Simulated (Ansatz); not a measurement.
System: ethane, C2H6, charge 0, multiplicity 1. SMILES: CC
Structure (B3LYP-D3(BJ)/def2-TZVP (Ansatz, a quantum-chemistry and plane-wave program) minimum search):
```xyz
8

C      0.0020    -0.0069     0.7631
C     -0.0020     0.0069    -0.7631
H      0.0089     1.0066     1.1692
H     -0.8808    -0.5139     1.1578
H      0.8809    -0.5241     1.1531
H     -0.0089    -1.0066    -1.1692
H     -0.8809     0.5241    -1.1531
H      0.8808     0.5139    -1.1578
```
Charge 0, spin multiplicity 1.

HF/3-21G beside other levels, property by property. Terms: spin-orbit terms left out; no dispersion term unless named; non-relativistic; LANL2DZ all-electron up to Ne; valence correlation only; atomisation electronic, to ground-state atoms; UHF or UKS for open shells. Basis-set limits of correlation are two-point, X^-3; Hartree-Fock from the larger set. The bracket is a focal-point correction in the basis named. Ab initio and DFT rows: single points at B3LYP-D3(BJ) geometries (Ansatz), with unscaled harmonic terms from B3LYP/6-31G* (Ansatz) at its own minima, enthalpies of formation by atomisation with measured atoms.

Measured values: Active Thermochemical Tables 1.112 (ions: stationary electron), as tabulated in the package chemicals; Active Thermochemical Tables 1.112 (ions: stationary electron), as tabulated in the package chemicals; G2/97 table in ASE (Curtiss et al.); they hold spin-orbit and core effects, anharmonicity. Coupled cluster (Ansatz) is a level with limits of its own, used here on species with T1 under 0.025 (0.045 for open shells) and stable references: RI-MP2/CBS(def2-TZVPPD,def2-QZVPPD)+[CCSD(T)-MP2]/def2-TZVPPD.

| property | HF/3-21G (Ansatz) | B3LYP/LANL2DZ (Ansatz) | B3LYP-D3(BJ)/def2-TZVPD (Ansatz + dftd3) | PBE0/def2-TZVPD (Ansatz) | to compare with |
|---|---|---|---|---|---|
| atomisation energy (kcal/mol) | 536.0 | 701.7 | 713.9 | 711.1 | 712.2 coupled cluster |
| enthalpy of formation at 298 K (kcal/mol) | 157.1 | -8.6 | -20.7 | -18.0 | -20.0 measured |
| C-C bond dissociation enthalpy at 298 K, to [CH3] (CH3) + [CH3] (CH3) (kcal/mol) | 60.7 | 82.9 | 86.0 | 87.9 | 90.0 measured |
| C-H bond dissociation enthalpy at 298 K, to [CH2]C (C2H5) + H atom (kcal/mol) | 76.3 | 99.3 | 98.7 | 96.6 | 101.0 measured |

As the rows show:
- atomisation energy: HF/3-21G lies 176.2 kcal/mol below coupled cluster.
- enthalpy of formation at 298 K: HF/3-21G lies 177.1 kcal/mol above the measured value.
- C-C bond dissociation enthalpy at 298 K, to [CH3] (CH3) + [CH3] (CH3): HF/3-21G lies 29.3 kcal/mol below the measured value.
- C-H bond dissociation enthalpy at 298 K, to [CH2]C (C2H5) + H atom: HF/3-21G lies 24.7 kcal/mol below the measured value.

The properties are those with a value to compare with, at most eight drawn at random. No case is left out for the size of its miss. Left out are saddle points of the reference geometry, anions that the best level run finds unbound, excited spin states, species near biochemistry, 298 K rows of species without real B3LYP wavenumbers, cases with under five habitual levels, runs that failed or that the program found above a lower state of the same kind, table entries that another table contradicts, and a share of species set aside by lot.
